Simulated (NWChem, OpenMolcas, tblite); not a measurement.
# A ladder of methods for CH7AlSi (SMILES [CH3][AlH][SiH3])

CH7AlSi has 10 atoms, charge 0, and is taken as a singlet. As SMILES, `[CH3][AlH][SiH3]`. The coordinates come from a PBE0-D4/def2-TZVP relaxation.

Quantity: the vertical energy of the triplet above the singlet, in eV. The values are calculated.

```json
{"level": "IPEA1-xTB", "kind": "semi-empirical", "program": "tblite", "value (eV)": "3.80", "less CCSD(T)/cc-pVDZ": "-0.08", "CPU time (all runs)": "under 2 s"}
{"level": "HF/cc-pVDZ", "kind": "Hartree–Fock", "program": "NWChem", "value (eV)": "3.69", "less CCSD(T)/cc-pVDZ": "-0.19", "CPU time (all runs)": "2.1 min"}
{"level": "SVWN5/cc-pVDZ", "kind": "LDA", "program": "OpenMolcas", "value (eV)": "3.56", "less CCSD(T)/cc-pVDZ": "-0.32", "CPU time (all runs)": "76 s"}
{"level": "BLYP/cc-pVDZ", "kind": "GGA", "program": "OpenMolcas", "value (eV)": "3.59", "less CCSD(T)/cc-pVDZ": "-0.29", "CPU time (all runs)": "1.8 min"}
{"level": "PBE/cc-pVDZ", "kind": "GGA", "program": "OpenMolcas", "value (eV)": "3.47", "less CCSD(T)/cc-pVDZ": "-0.41", "CPU time (all runs)": "95 s"}
{"level": "M06-L/cc-pVDZ", "kind": "meta-GGA", "program": "OpenMolcas", "value (eV)": "3.78", "less CCSD(T)/cc-pVDZ": "-0.10", "CPU time (all runs)": "2.2 min"}
{"level": "B3LYP/cc-pVDZ", "kind": "global hybrid", "program": "OpenMolcas", "value (eV)": "3.76", "less CCSD(T)/cc-pVDZ": "-0.12", "CPU time (all runs)": "92 s"}
{"level": "MP2/cc-pVDZ", "kind": "perturbation theory", "program": "NWChem", "value (eV)": "3.96", "less CCSD(T)/cc-pVDZ": "+0.08", "CPU time (all runs)": "3.3 min"}
{"level": "CCSD(T)/cc-pVDZ, open shells restricted", "kind": "coupled cluster or CI", "program": "OpenMolcas", "value (eV)": "3.88", "less CCSD(T)/cc-pVDZ": "0.00", "CPU time (all runs)": "51 s"}
```

CCSD(T)/cc-pVDZ, open shells restricted is the highest level here, not the true value. The values span 3.47 to 3.96 eV. CPU times are rough (shared hosts, several kinds of processor): they show what a rung costs within a factor of a few.
